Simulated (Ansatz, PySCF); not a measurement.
This Ansatz (a first-principles code) input computes a CAM-B3LYP/def2-TZVPD energy:

Ansatz 0.2 input:
```yaml
crystal:
  periodic: [false, false, false]
  atoms:
    - {symbol: C, position_ang: [-0.00000000, -0.00000000, -0.51434199]}
    - {symbol: O, position_ang: [0.00000000, 0.00000000, 0.58709802]}
    - {symbol: H, position_ang: [-0.00000000, -0.00000000, -1.61073223]}
basis:
  gaussian:
    orbitals: def2-TZVPD
hamiltonian:
  xc: {name: CAM-B3LYP}
total_charge: 1
output: {forces: true}
```

Question: Write an input for the same energy in PySCF and say what it gives.

Answer: 
```python
from pyscf import gto, scf, dft

mol = gto.M(
    atom='''
    C    -0.00000000   -0.00000000   -0.51434199
    O     0.00000000    0.00000000    0.58709802
    H    -0.00000000   -0.00000000   -1.61073223
    ''',
    basis='def2-tzvpd',
    charge=1,
    spin=0,
    verbose=4,
)

mf = dft.RKS(mol, xc='camb3lyp').density_fit(auxbasis='def2-universal-jkfit')
mf.grids.level = 3
mf.conv_tol = 1e-9
mf.max_cycle = 100
mf.max_memory = 1500
mf.kernel()
if not mf.converged:
    mf = mf.newton()
    mf.kernel(mf.make_rdm1())
mf.analyze()
```
It gives -113.54966 Eh, and Ansatz -113.54965 Eh, a difference of 0.01 mEh.
